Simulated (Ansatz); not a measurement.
in.yaml

```yaml
crystal:
  periodic: [false, false, false]
  atoms:
    - {symbol: Cl, position_ang: [-1.970965, 0.234988, 0.000000]}
    - {symbol: H, position_ang: [-0.086965, 0.234988, 0.000000]}
    - {symbol: O, position_ang: [0.903035, 0.234988, 0.000000]}
    - {symbol: H, position_ang: [1.154894, -0.704963, 0.000000]}
basis:
  gaussian: {orbitals: def2-SVP}
magnetization: {spin_polarized: false, initial_magnetization: 1}
correlation: {method: ccsd_t, frozen_orbitals: {Cl: 0}}
scf: {omitted_lower_state_checks: [cluster_reference]}
output: {forces: true}
```

```sh
$ ansatz run in.yaml --threads 1 --pin off --events-out ev --progress --plain --max-ram 2393MiB
```

(1) One thing in this input was set wrong on purpose, beside settings that are merely unusual. What is the gravest fault, and what does the program do?

Answers

(1) Wrong frozen-orbital counts. How the run ends: refused.
```
these checks for a lower state are left out or cut short: cluster_reference
Error: "frozen_orbitals" has no count for H
```
